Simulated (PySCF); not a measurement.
# How the method changes the constants of BO

State: ²Σ⁺ (doublet), unpaired electrons σ ↑. Set-up: B cc-pVTZ, O cc-pVTZ; no relativity (PySCF 2.14). De refers to B + O in their high-spin ground configurations, without counterpoise correction. The functionals are run spin-unrestricted. A positive dipole means B(−)O(+).

| Level | Re (Å) | ωe (cm⁻¹) | De (eV) | μ (D) | CPU s a point (SCF and correlation, without the integrals) |
| --- | --- | --- | --- | --- | --- |
| UHF | 1.182 | 2081 | 5.81 | -2.74 | 0.3 |
| UHF-MP2 | 1.212 | 1911 | 8.81 | n/a | 0.46 |
| UHF-SCS-MP2 | 1.208 | 1947 | 8.41 | n/a | n/a |
| UHF-CCSD | 1.206 | 1929 | 7.83 | n/a | n/a |
| UHF-CCSD(T) | 1.213 | 1877 | 8.11 | n/a | 8.3 |
| PBE | 1.215 | 1848 | 9.00 | -2.09 | 0.68 |
| r²SCAN | 1.207 | 1899 | 8.74 | -2.26 | 1.1 |
| PBE0 | 1.202 | 1937 | 8.46 | -2.31 | 1.1 |
| r²SCAN0 | 1.197 | 1964 | 8.27 | -2.41 | 1.3 |
| B97-3 | 1.202 | 1938 | 8.48 | -2.30 | 0.66 |
| HSE06 | 1.201 | 1935 | 8.43 | -2.31 | 0.98 |
| M06-2X | 1.198 | 1974 | 8.60 | -2.45 | 1.5 |

Task: Which functional lies closest to UHF-CCSD(T) in De, which farthest, and by how much do they differ from it?

Result: Closest is r²SCAN0 (-1.6 pm in Re, +4.6 % in ωe, +0.16 eV in De against UHF-CCSD(T) in the same basis), farthest PBE (+0.2 pm in Re, -1.5 % in ωe, +0.89 eV in De). CCSD(T) converges more slowly with the basis than the functionals do and binds too weakly in this one, so the order can change at the basis-set limit.

Task: What does a quarter of exact exchange do here, going from PBE to PBE0?

Result: PBE0 less PBE: -1.3 pm in Re, +4.8 % in ωe, -0.54 eV in De. Exact exchange removes part of the self-interaction that spreads semilocal densities, and in most molecules shortens and stiffens the bond and lowers De; so it does here.

Task: What does the step from GGA to meta-GGA do here, going from PBE to r²SCAN?

Result: r²SCAN less PBE: -0.8 pm in Re, +2.8 % in ωe, -0.26 eV in De. 

Correlated steps freeze 2 core orbitals. The state is the lowest determinant that a PBE0 search found; another state may lie lower at other levels.

The whole job (state search and all levels along the bond) took about 2.9 min on 1 thread of Arm Neoverse V1 (shared host), peak memory 1.1 GiB.
